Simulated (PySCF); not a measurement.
# SiO+: a composite coupled-cluster curve

The task here is to estimate one member of a computed series from the others.

The runs use PySCF 2.14.0; CCSD(T) on ROHF, no relativity in the base curves; scalar relativity is added as a correction.

Set-up of the first run:

```yaml
molecule: SiO+
state: doublet, unpaired electrons σ ↑
smaller_basis: Si cc-pV(T+d)Z, O cc-pVTZ
larger_basis: Si cc-pV(Q+d)Z, O cc-pVQZ
frozen_core_orbitals: 6
extrapolation: correlation as n⁻³ (n = 3, 4), Hartree–Fock as (n+1)·exp(−9√n)
corrections: core–valence correlation, scalar relativity
distances_Å: 1.3418, 1.4028, 1.4638, 1.5248, 1.5858, 1.6620, 1.7383
masses_u: 27.9769, 15.9949
dissociation_limit: Si+ + O
```

Started as:

```bash
$ OMP_NUM_THREADS=4 python comp.py task.json out
```

One of the session's tables, all rows but one given; the rest of the session is left out.

Parts of the energy along the bond, in eV from Si+ + O:

```
 R (Å)  HF/CBS  CCSD corr.      (T)  core–valence  relativity
1.3418  -0.763      -2.532  -0.2911       -0.0585      0.0120
1.4028  -1.541      -2.488  -0.3015       -0.0406      0.0145
1.4638  -1.954      -2.431  -0.3173       -0.0244      0.0162
1.5248  -2.102      -2.372  -0.3328       -0.0116      0.0168
1.5858       ?           ?        ?             ?           ?
1.6620  -1.833      -2.258  -0.3644        0.0068      0.0155
1.7383  -1.475      -2.211  -0.3829        0.0125      0.0138
```

**Question.** Estimate the row for R (Å) = 1.5858.

Worked estimate for «HF/CBS». A straight line through the neighbours (1.5248, -2.102) and (1.6620, -1.833) gives -2.102 + (-1.833 + 2.102) × (1.5858 − 1.5248) / (1.6620 − 1.5248) = -1.982; a parabola fitted to 4 rows on both sides gives -2.055.

The run gave: HF/CBS: -2.063; CCSD corr.: -2.317; (T): -0.3471; core–valence: -0.0018; relativity: 0.0166. In «HF/CBS» the line misses by +0.081 and the parabola by +0.008.

Limits of these values: Spin–orbit coupling and excitations beyond (T) are left out.
